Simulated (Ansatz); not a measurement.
Input file:

```yaml
crystal:
  periodic: [false, false, false]
  atoms:
    - {symbol: B, position_ang: [0.000000, -0.564500, 1.717940]}
    - {symbol: Si, position_ang: [0.000000, 0.370053, 0.040934]}
    - {symbol: N, position_ang: [0.000000, -0.439646, -1.417676]}
    - {symbol: H, position_ang: [0.000000, 1.852957, 0.133591]}
basis:
  gaussian: {orbitals: "6-31G*"}
magnetization: {spin_polarized: false, initial_magnetization: 1}
hamiltonian: {xc: hf}
accuracy: high
output: {orbitals: {seedname: orbitals}}
```

```sh
$ ansatz run in.yaml --threads 1 --pin off --events-out ev --progress --plain --max-ram 2393MiB
```

The program prints:

```
1031 factors; integrals over basis functions are off by at most 3.7e-9 eV
mean field evaluation 1: about -10010.3933 eV, gradient 5.6e1 eV
mean field evaluation 2: about -10010.4259 eV, gradient 5.6e1 eV
mean field evaluation 4: about -10020.2038 eV, gradient 1.6e1 eV
mean field evaluation 8: about -10022.2002 eV, gradient 5.0e0 eV
mean field evaluation 16: about -10023.7248 eV, gradient 1.7e-2 eV
mean field evaluation 32: about -10020.9118 eV, gradient 1.1e1 eV
mean field evaluation 64: about -10021.4671 eV, gradient 1.9e0 eV
mean field evaluation 96: about -10017.2764 eV, gradient 1.5e1 eV
mean field evaluation 128: about -10020.3731 eV, gradient 6.7e0 eV
mean field evaluation 160: about -10022.3078 eV, gradient 5.2e0 eV
mean field evaluation 192: about -10018.9856 eV, gradient 2.6e0 eV
mean field evaluation 224: about -10020.5151 eV, gradient 5.3e0 eV
mean field evaluation 256: about -10021.3676 eV, gradient 1.0e0 eV
mean field evaluation 288: about -10021.5426 eV, gradient 1.7e-7 eV
mean field -10023.72484736 eV, -368.3650938159 hartree, gradient 2.2e-8 eV, S^2 0.750000; 2 other end points of the search recorded, 0 dependent functions left out
reference -10023.72484736 eV, -368.3650938159 hartree; 14, 13 occupied and 37, 38 virtual orbitals, 1031 factors
Total energy: -10023.72484736 eV, -368.3650938159 hartree
```

Ran on 1 thread of Arm Neoverse V2, shared host: 1.9 s wall, 0.17 GiB peak host memory.
